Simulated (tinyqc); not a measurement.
Inside a calculation. Method: CIS and TDHF on RHF in the sto-6g basis, frozen core, for HF, spin multiplicity 1. One step of it, computed by the program tinyqc.

Question. CIS matrix, triplets. A(ia,jb) = (e_a - e_i) d_ij d_ab - (ij|ab).

orbital energies (hartree): MO1 -26.253893, MO2 -1.444199, MO3 -0.535621, MO4 -0.471171, MO5 -0.471171, MO6 0.448366

Two-electron integrals over orbitals (pq|rs), unique and non-zero (hartree); the lowest 1 orbital is frozen and left out:
```
(22|22) 0.868237    (32|22) -0.039423   (32|32) 0.146351    (33|22) 0.723424
(33|32) -0.027027   (33|33) 0.714139    (42|42) 0.186727    (43|42) -0.033859
(43|43) 0.040014    (44|22) 0.891146    (44|32) -0.072556   (44|33) 0.712163
(44|44) 0.998085    (52|52) 0.186727    (53|52) -0.033859   (53|53) 0.040014
(54|54) 0.053789    (55|22) 0.891146    (55|32) -0.072556   (55|33) 0.712163
(55|44) 0.890506    (55|55) 0.998085    (62|22) -0.105853   (62|32) -0.065481
(62|33) -0.028166   (62|44) -0.103355   (62|55) -0.103355   (62|62) 0.092564
(63|22) -0.209193   (63|32) 0.088503    (63|33) -0.106336   (63|44) -0.225302
(63|55) -0.225302   (63|62) 0.045979    (63|63) 0.208885    (64|42) -0.034275
(64|43) -0.019641   (64|64) 0.029793    (65|52) -0.034275   (65|53) -0.019641
(65|65) 0.029793    (66|22) 0.657029    (66|32) 0.057055    (66|33) 0.661741
(66|44) 0.635760    (66|55) 0.635760    (66|62) -0.060606   (66|63) -0.018805
(66|66) 0.696637
```

Give: CIS matrix A, triplet.

Answer.

CIS matrix A, triplet (hartree):
```
        2>6     3>6    4>6    5>6
2>6   1.236  -0.057  0.000  0.000
3>6  -0.057   0.322  0.000  0.000
4>6   0.000   0.000  0.284  0.000
5>6   0.000   0.000  0.000  0.284
```
